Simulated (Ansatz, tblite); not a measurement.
Forces on the cluster Li₂H⁺ at its PBE0-D4/def2-TZVP geometry. Total charge 1; singlet.

The xTB rows come from tblite. The structure comes from a short search, and lower isomers may exist.

GFN1-xTB (tblite), largest force 0.03 eV/Å:

```xyz
3
positions Å, forces eV/Å
Li   -1.380   -0.544    0.686    0.027    0.010   -0.013
Li    1.380    0.544   -0.686   -0.027   -0.011    0.013
H     0.000    0.000    0.000    0.000    0.000    0.000
```

GFN2-xTB (tblite), largest force 0.31 eV/Å:

```
Li 0.261 0.103 -0.130
Li -0.261 -0.103 0.130
H 0.000 0.001 0.000
```

LDA (SPW92)/def2-TZVP (Ansatz), largest force 0.02 eV/Å:

```
Li -0.016 -0.007 0.008
Li 0.016 0.006 -0.008
H 0.000 0.001 0.000
```
